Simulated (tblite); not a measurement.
Species: C₅H₇ (doublet state).
SMILES: `C=[C]/C=C/C`

Level: GFN2-xTB in tblite, geometry and Hessian alike; calculated harmonic values, unscaled, isolated species. Errors from tens to a few hundred cm⁻¹ against measured bands are possible. Open shells enter through the occupations alone, without spin polarisation, and single modes of such species can be off by tens of per cent.

Harmonic wavenumbers (cm⁻¹): 116.2, 125.1, 148.0, 253.9, 369.7, 454.0, 526.5, 666.7, 848.1, 898.9, 937.9, 949.9, 1004.9, 1083.9, 1127.6, 1230.5, 1261.5, 1387.4, 1401.8, 1460.5, 1468.2, 1504.3, 1967.6, 2947.6, 2974.3, 2985.1, 3002.7, 3004.8, 3032.0, 3084.5.

A = 33966, B = 2164, C = 2089 MHz; mass 67.055 u (most abundant isotopes); point group Cs, symmetry number 1; spin multiplicity 2.

Zero-point energy?

½Σν̃ = 21112 cm⁻¹ = 60.36 kcal/mol.

Entropy at 350 K, 1 bar (ideal gas, RRHO, classical rotation)?

Translation 39.35, rotation 25.63, vibration 17.12, spin (R ln 2) 1.38: S = 83.5 cal/(mol K).

And Cp and H(350 K) − H(0)?

Cp = 27.05 cal/(mol K), of which vibrations give 19.10 (their classical limit is 30 R = 59.6); H(350 K) − H(0) = 6.09 kcal/mol without the zero-point energy, 3.31 from vibrations.

What must be added to the electronic energy to get the Gibbs energy at 350 K and 1 bar?

ZPE + [H(350 K) − H(0)] − T·S = 60.36 + 6.09 − 29.22 = 37.23 kcal/mol.

Which modes carry the vibrational entropy at 350 K?

116.2 cm⁻¹: 3.47; 125.1 cm⁻¹: 3.33; 148.0 cm⁻¹: 3.01; 253.9 cm⁻¹: 1.99; 369.7 cm⁻¹: 1.34; 454.0 cm⁻¹: 1.01 cal/(mol K); the other 24 give 2.97 together.

Blend soft modes into free rotors: weight 1/[1 + (100 cm⁻¹/ν̃)⁴] for the oscillator and the rest for a rotor with moment μB/(μ + B), μ = h/(8π²ν), B = 10⁻⁴⁴ kg m². What vibrational entropy results?

16.69 cal/(mol K) in place of 17.12, which changes −T·S at 350 K by +0.15 kcal/mol.

How do the functions run with temperature in this model?

```csv
T (K),S (cal/(mol K)),Cp (cal/(mol K)),H − H(0) (kcal/mol),G − H(0) (kcal/mol),ln q(vib)
50,51.6,10.1,0.43,-2.15,0.08
100,59.8,13.6,1.03,-4.95,0.55
298.15,79.4,24.2,4.76,-18.91,3.16
373.15,85.3,28.3,6.73,-25.08,4.18
500,94.4,34.6,10.73,-36.49,5.91
750,110.3,43.7,20.59,-62.14,9.25
1000,123.8,49.9,32.34,-91.44,12.42
```

q(vib) and H(0) count from the zero-point level.

Hindered rotation and anharmonicity are outside this model.
